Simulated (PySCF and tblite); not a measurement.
Values are calculated unless marked as measured or tabulated.
System: C₄H₉N, numbered as in [CH3:1][N:2]1[CH2:3][CH2:4][CH2:5]1.

For the pyramidal inversion at N2: electronic barrier 6.52 kcal/mol, zero-point change -1.12 kcal/mol, thermal and entropy terms at 200 K a further -0.29 kcal/mol (symmetry numbers apart). The minimum is Cs, the saddle Cs. Level: PBE0/pcSseg-1 + D3(BJ) on PBE0-D3(BJ)/def2-SVP stationary points, with GFN2-xTB thermal terms. Rate constants are transition-state-theory values, counting equivalent paths, without tunnelling. Programs: tblite and PySCF.

(1) How many equivalent paths lead out of the minimum?

(2) Work out the rate at 200 K.

Answers

(1) 2: the symmetry number of the minimum is 1, that of the saddle displaced along its mode 1, and the displaced saddle is chiral while the minimum is not, which doubles the count.

(2) ΔG‡ = 5.11 kcal/mol; k_B T/h = 4.2×10¹² s⁻¹; exp(−ΔG‡/RT) = 2.6×10⁻⁶; times 2 gives k = 2.2×10⁷ s⁻¹. Wigner's tunnelling factor for the 314i cm⁻¹ mode would be 1.21.
